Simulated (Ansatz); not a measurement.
Basis-set extrapolation for C$_{2}$H$_{3}$FOS$_{2}$ (`FC1(S)OCS1`) (PBE0-D4/def2-TZVP geometry, frozen core, Ansatz). Multiplicity 1, RHF reference.

|  | def2-TZVPP | def2-QZVPP |
| --- | --- | --- |
| HF | -1046.923755 | -1046.957269 |
| MP2 correlation | -1.153367 | -1.249254 |
| CCSD(T) correlation | -1.243746 | not run |

Energies in hartree. Use E(X) = E(∞) + A·exp(−7.88·√X) for Hartree–Fock and E(X) = E(∞) + B·X^(−2.97) for correlation, with X = 3 and 4, and add CCSD(T) minus MP2 of the smaller set to the MP2 limit.

Question: What is the CCSD(T) energy at the basis-set limit?

Answer: HF limit: -1046.957269 + (-0.033514) × 0.13774 = -1046.96189. MP2 limit: -1.249254 + (-0.095887) × 0.74074 = -1.32028. Higher-order term: -1.243746 − (-1.153367) = -0.09038. Total: -1048.37255 hartree, 5.58 eV below CCSD(T)/def2-TZVPP.
